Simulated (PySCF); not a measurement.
# H4OPSi: the cost of one run

Computed with PySCF 2.14.0; each step states its level. No surroundings beyond the atoms listed, unless a continuum is named. Atoms count from 0, parts from 1.

### 1 Starting point

7 atoms, charge 1, multiplicity 1; geometry: GFN2-xTB. Parts: 1 = atoms 0–3, `[SiH3+]`, charge 1; 2 = atoms 4–6, `O=P`, charge 0. In the given geometry Si0 and O4 of different parts are bonded (1.75 Å), so values for the parts refer to these atom groups.

### 2 Geometry optimisation at PBE0-D3(BJ)/def2-SVPD

The job: settings as JSON, then the geometry in Å.

```
{"job": {"xc": "PBE0", "basis": "def2-SVPD", "d3": "d3bj", "grid": 2, "kind": "geom"}, "charge": 1, "multiplicity": 1, "parts": [{"atoms": "0-3", "charge": 1, "multiplicity": 1}, {"atoms": "4-6", "charge": 0, "multiplicity": 1}]}
Si     0.084508    -0.014865     0.343729
H     -0.332516     1.373586     0.461647
H     -0.923309    -1.058474     0.241498
H      1.359494    -0.267239    -0.316588
O      0.446693    -0.256196     2.034741
P      1.151972    -0.544553     3.345205
H      2.479341    -0.799646     2.850845
```

Command:

```console
> OMP_NUM_THREADS=1 python cluster_run.py task.json out
```

One launch serves the whole session: the jobs run in the order shown.

**Question.** How long does this first job take on 1 thread of Arm Neoverse V2, shared host, and how much memory does it need?

About 25 s, with a peak of 0.48 GiB.
